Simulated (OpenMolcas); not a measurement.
## How basis sets differ on C2H4Si (SMILES C=C[SiH])

C2H4Si has 7 atoms, charge 0, and is taken as a triplet. SMILES: `C=C[SiH]`. The shape is that of a GFN2-xTB optimisation.

```xyz
7

C     0.0000    0.0000    0.0000
C     0.0000    0.0000    1.3482
Si    1.5141    0.0000    2.3776
H     0.9125    0.0009   -0.5728
H    -0.9182    0.0007   -0.5631
H    -0.9531    0.0000    1.8630
H     2.8663   -0.0003    1.8210
```

Each level gives the dipole moment (D). The values are calculated.

```tsv
level	kind	program	value (D)	CPU time
UHF/ANO-RCC-MB (DKH2)	Hartree–Fock	OpenMolcas	0.55	2.8 s
UHF/STO-3G	Hartree–Fock	OpenMolcas	1.17	2.2 s
UHF/3-21G	Hartree–Fock	OpenMolcas	0.47	2.4 s
UHF/def2-SVP	Hartree–Fock	OpenMolcas	0.47	5 s
UHF/pcseg-2	Hartree–Fock	OpenMolcas	0.52	53 s
```

The values span 0.47 to 1.17 D. Spin contamination of the reference (⟨S²⟩ at least 0.1 too high) touches UHF/ANO-RCC-MB, UHF/STO-3G, UHF/3-21G, UHF/def2-SVP, UHF/pcseg-2. Magnitudes only: a small dipole may point the other way at some levels. Sets without polarisation functions give poor dipoles. CPU times are rough (shared hosts, several kinds of processor): they show what a rung costs within a factor of a few.
